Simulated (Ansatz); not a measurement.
Ansatz input wanted

The species is BSiH5 (7 atoms), meant as a triplet with charge 0. SMILES of the parent species: `B[SiH3]`. The shape is that of a PBE0-D4/def2-TZVP optimisation. That shape belongs to the parent species and isn't relaxed for this state.

```xyz
7

B    -0.0432   -1.1890    0.2043
Si    0.0891    0.7853   -0.1485
H    -1.1260   -1.6906    0.2901
H     0.9064   -1.9025    0.3354
H    -0.6160    1.0934   -1.4272
H    -0.6236    1.5167    0.9396
H     1.4745    1.3188   -0.2395
```

Settings wanted:

```
basis set            : STO-3G
task                 : energy
method               : CCSDT
dispersion           : none
reference            : UHF
accuracy             : high
frozen core orbitals : 6
```

**Question.** Write the Ansatz 0.2.0 input and the command.

**Answer.** This one ran through:

in.yaml:
```yaml
crystal:
  periodic: [false, false, false]
  atoms:
    - {symbol: B, position_ang: [-0.043200, -1.189000, 0.204300]}
    - {symbol: Si, position_ang: [0.089100, 0.785300, -0.148500]}
    - {symbol: H, position_ang: [-1.126000, -1.690600, 0.290100]}
    - {symbol: H, position_ang: [0.906400, -1.902500, 0.335400]}
    - {symbol: H, position_ang: [-0.616000, 1.093400, -1.427200]}
    - {symbol: H, position_ang: [-0.623600, 1.516700, 0.939600]}
    - {symbol: H, position_ang: [1.474500, 1.318800, -0.239500]}
basis:
  gaussian: {orbitals: STO-3G}
accuracy: high
scf: {omitted_lower_state_checks: [cluster_reference, increment]}
correlation: {method: ccsdt, frozen_orbitals: {B: 1, H: 0, Si: 5}}
magnetization: {spin_polarized: true, initial_magnetization: 2}
total_charge: 0
```

```bash
$ ansatz run in.yaml --threads 1 --pin off --max-ram 2610MiB --events-out events.jsonl --progress --plain --runs-dir runs
```

Calculated total energy: -312.77138 Eh.
